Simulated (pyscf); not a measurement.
PySCF, gas phase, ωB97X-D3(BJ)/def2-SVP geometries.

Question: Estimate the classical barrier height and the reaction energy of F–W(F)(F)(F)(F)–SeH (SMILES [F][W]([F])([F])([F])([F])[SeH]) → F–W(F)(F)(F)=Se (SMILES [F][W]([F])([F])([F])=[Se]) + HF (SMILES F) at ωB97M-D3(BJ)/def2-TZVP. The step runs on the singlet surface, breaks H–Se, F–W and forms F–H; take the reactant's lowest minimum found as zero.

Answer: ΔE‡ = 1.08 eV, ΔE = +0.04 eV. Zero-point energy shifts the barrier by -0.08 eV. It is an elimination, with an imaginary mode of 1143i cm⁻¹. This is the saddle that the search found; another between the same sides may lie lower. Elements up to Kr have no core potential and no relativistic terms here. Elements past Kr carry the def2 core potentials, without spin-orbit coupling.
